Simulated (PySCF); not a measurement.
NMR data simulated for an unnamed compound:

1H NMR (400 MHz, computed): δ 1.75 (tq, J = 16.1, 8.4 Hz, 2H), 1.41 (t, J = 17.7 Hz, 3H), 1.05 (t, J = 8.4 Hz, 3H).

13C{1H} NMR (computed): δ 129.4 (C, t, J = 293.8 Hz), 35.8 (CH2, t, J = 26.9 Hz), 25.7 (CH3, t, J = 29.0 Hz), 6.7 (CH3, t, J = 5.1 Hz).

How the numbers were obtained: J: B3LYP/pcJ-1 (spin–dipole term only in couplings to heteroatoms), shieldings: GIAO KT2/pcSseg-2, coordinates at the PBE0-D3(BJ)/def2-SVP level, in PySCF (single conformer, equivalent nuclei averaged, in vacuum, non-relativistic Hamiltonian).

Scale: TMS for 1H (σ = 31.18 ppm), 13C (σ = 182.28 ppm) (reference shieldings calculated alike).

Question: Which of these does the molecule contain: a C≡C triple bond, a three-membered ring, a CH3CH2 unit, a tert-butyl group?

Answer: 
- A C≡C triple bond: no.
- A three-membered ring: no.
- A CH3CH2 unit: yes (δC 6.7, 35.8; δH 1.05 (t), 1.75 (tq)).
- A tert-butyl group: no.

The data belong to SMILES CCC(C)(F)F, C$_{4}$H$_{8}$F$_{2}$; they needn't prove each group on their own.

Carbon signals by region: 1 in the sp2 and nitrile region (100–160 ppm), 3 below 50 ppm.

Common functionals overestimate the size of one-bond C–F couplings by tens of Hz; these are unscaled. Splittings below 1 Hz are ignored in the labels, and close J values are merged. Unscaled 3J(H,H) at this level run about 10 % above measured values. Shifts are as computed. Against solution values, carbons near 30 ppm lie about +3 ppm off and those near 130 ppm about -1 ppm. Of 1211 compounds with measured shifts, 218 miss one by over three times the rms of a fit or turn the order of signals round; such compounds aren't used in these exercises. Only one conformer was computed, so three-bond couplings in flexible chains and rings are approximate.
